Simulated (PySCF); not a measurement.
Geometries of 3 isomers of C4H5NO, from PySCF 2.14.0, PBE0-D3(BJ)/def2-SVP geometry optimisation, gas phase. One conformer each, no zero-point energy, no frequencies.

Problem. Which isomer lies lowest at this level?
A.
```xyz
11
angstrom
N      2.891   -0.217   -0.220
C      1.810   -0.169    0.188
C      0.432   -0.091    0.685
C     -0.530    0.784   -0.145
C     -1.243   -0.545   -0.416
O     -0.325   -1.262    0.417
H      0.470    0.141    1.765
H     -1.094    1.514    0.449
H     -0.081    1.281   -1.013
H     -2.278   -0.624   -0.046
H     -1.210   -0.895   -1.461
```
B.
```xyz
11
angstrom
O      3.147   -0.798   -0.848
C      2.214   -0.515   -0.196
N      1.326   -0.229    0.552
C     -0.025    0.102    0.729
C     -0.766    0.900   -0.305
C     -1.097   -0.550   -0.096
H     -0.268    0.306    1.776
H     -1.468    1.662    0.041
H     -0.215    1.167   -1.211
H     -0.773   -1.260   -0.862
H     -2.033   -0.815    0.401
```
C.
```xyz
11
angstrom
N     -1.872    1.749    0.523
C     -1.425    0.771    0.099
C     -0.844   -0.464   -0.411
C      0.425   -0.851    0.317
C      1.739   -0.493   -0.211
O      1.222   -1.803   -0.337
H     -0.631   -0.352   -1.487
H     -1.590   -1.270   -0.314
H      0.312   -0.994    1.401
H      2.588   -0.378    0.473
H      1.803    0.086   -1.142
```

Solution. B. That is cyclopropyl isocyanate, `O=C=NC1CC1`, 25.1 kcal/mol below the next.

```tsv
SMILES	atoms numbered as above	E (Eh)	relative (kcal/mol)	relative (kJ/mol)	dipole (D)
O=C=NC1CC1	[O:1]=[C:2]=[N:3][CH:4]1[CH2:5][CH2:6]1	-284.85177	0.0	0.0	3.01
N#CC[C@@H]1CO1	[N:1]#[C:2][CH2:3][C@@H:4]1[CH2:5][O:6]1	-284.81182	25.1	104.9	2.15
N#C[C@H]1CCO1	[N:1]#[C:2][C@H:3]1[CH2:4][CH2:5][O:6]1	-284.80980	26.3	110.2	4.30
```

As drawn, the lowest has a three-membered ring, a C=O bond and cumulated double bonds, which the highest lacks; the highest has a four-membered ring and a C≡N group, which the lowest lacks.
